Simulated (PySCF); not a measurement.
Homolysis of single bonds, series C OH-H. Gas-phase values, no solvent. One relaxed conformer stands for each flexible species; it need not be the lowest. Strings in code marks are SMILES. All members: neutral, multiplicity 1. Level: B3LYP-D3(BJ)/def2-TZVP (PySCF), beside PBE-D3(BJ)/def2-TZVP // B3LYP-D3(BJ)/def2-TZVP (PySCF) at the same geometries. B3LYP has the VWN-RPA correlation part, as in Gaussian. 

```csv
species,"HOMO–LUMO gap, PBE (eV)","HOMO–LUMO gap, B3LYP-D3(BJ) (eV)"
`CO`,6.37,8.34
"`OCO` (H–O–C–O torsion -62°, O–C–O–H torsion -62°)",6.76,8.73
`OC(O)(O)O`,6.94,8.98
`OC(O)O`,7.08,withheld
`C`,10.36,12.07
```

Task: Fit y = a + b·x, y being the HOMO–LUMO gap at the first level, to the 4 complete rows by least squares, with x = the PBE value in eV. Give a, b and the rms residual, and predict the withheld value.

Result: Means of the 4 rows: x̄ = 7.6075, ȳ = 9.53 eV. Σ(x − x̄)² = 10.271 and Σ(x − x̄)(y − ȳ) = 9.5091, so b = 0.926 and a = ȳ − b·x̄ = 2.485 eV. The rms residual is 0.042 eV. At x = 7.08 the line gives 9.04 eV. The run for `OC(O)O` gave 9.05 eV, so the line is off by 0.01 eV, within twice the rms residual.

Codes: PySCF.
